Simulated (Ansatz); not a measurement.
Consider Pt in the fcc (Cu type) structure (space group Fm-3m, No. 225; a = 3.9181 Å).

The values are results of Ansatz (an electronic-structure program), PBEsol, PAW, cutoff 420 eV, no SOC, earlier PAW set, not measurements.

Perturbation: every Pt is replaced by Ag; the structure is relaxed again.

Measured lattice parameter a: Pt 3.913 Å (static lattice; corrected from measurement; as listed in Daniel Mejia-Rodriguez, S. B. Trickey, Phys. Rev. B (2018)); Ag 4.062 Å (static lattice; corrected from measurement; as listed in Daniel Mejia-Rodriguez, S. B. Trickey, Phys. Rev. B (2018)).

**Question.** How well does PBEsol reproduce the measured shift?

**Answer.** With PBEsol the lattice parameter a moves by +0.137 Å (3.918 → 4.055) against +0.149 Å measured.

Whether these cells are dynamically stable was not tested. All final runs are without spin polarisation.
